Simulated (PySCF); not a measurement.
**From a raw peak list to a structure**

Formula C₃H₃F₃. The spectrum was simulated from the full spin Hamiltonian at 90 MHz with 0.6 Hz Lorentzian lines, from shifts rounded to 0.01 ppm and J to 0.1 Hz, couplings under 1 Hz left out.

```
region  integral (H)    ppm     Hz  height
     1             3  6.476  582.9       2
     1                6.427  578.5       2
     1                6.321  568.9       3
     1                6.268  564.1      11
     1                6.221  559.9      35
     1                6.186  556.8      79
     1                6.173  555.6      22
     1                6.160  554.4      29
     1                6.141  552.7      29
     1                6.129  551.6     100
     1                6.118  550.6      77
     1                6.096  548.6      59
     1                6.051  544.6      19
     1                6.018  541.6       2
     1                5.992  539.3       5
     1                5.980  538.2      14
     1                5.973  537.6      10
     1                5.892  530.2       6
     1                5.851  526.6       8
     1                5.834  525.1      80
     1                5.791  521.1      10
     1                5.771  519.4      28
     1                5.765  518.9      27
     1                5.746  517.1      37
     1                5.728  515.5      10
     1                5.681  511.2      25
```

Method: B3LYP/pcJ-1 coupling constants, geometry from PBE0-D3(BJ)/def2-SVP, shieldings: GIAO B3LYP/pcSseg-2, in PySCF (in vacuum, relativity neglected, single conformer, averaged over atoms made equivalent by symmetry, fast rotation or ring inversion).

Shifts are taken against calculated references (same method and geometry level): ¹H (σ = 31.39 ppm) vs TMS.

(1) Analyse the multiplets.

(2) What is the compound?

Results:

(1) ¹H NMR (90 MHz, computed): δ 6.15 (m, 1H), 6.15 (m, 1H), 5.77 (m, 1H). These are first-order names from the parameters used; overlap and second-order distortion can hide them in the list.

(2) `FC(C=C)(F)F`.

Mapped SMILES: `[CH2:1]=[CH:2][C:3]([F:4])([F:5])[F:6]`; H(Xn) means a hydrogen on atom n. Ha(C1) is cis to C3; Hb(C1) is trans to C3.

- δ 6.15: Ha(C1), hydrogen on a terminal =CH2 carbon, coupled to H(C2) (19.0 Hz), F4/F5/F6 (2.0 Hz), Hb(C1) (1.3 Hz).
- δ 6.15: H(C2), hydrogen on an alkene CH, coupled to Ha(C1) (19.0 Hz), Hb(C1) (12.1 Hz), F4/F5/F6 (6.1 Hz).
- δ 5.77: Hb(C1), hydrogen on a terminal =CH2 carbon, coupled to H(C2) (12.1 Hz), Ha(C1) (1.3 Hz).

The data come from this structure; uniqueness wasn't tested.

Splittings below 1 Hz are ignored in the labels, and close J values are merged. Unscaled 3J(H,H) at this level run about 10 % above measured values.
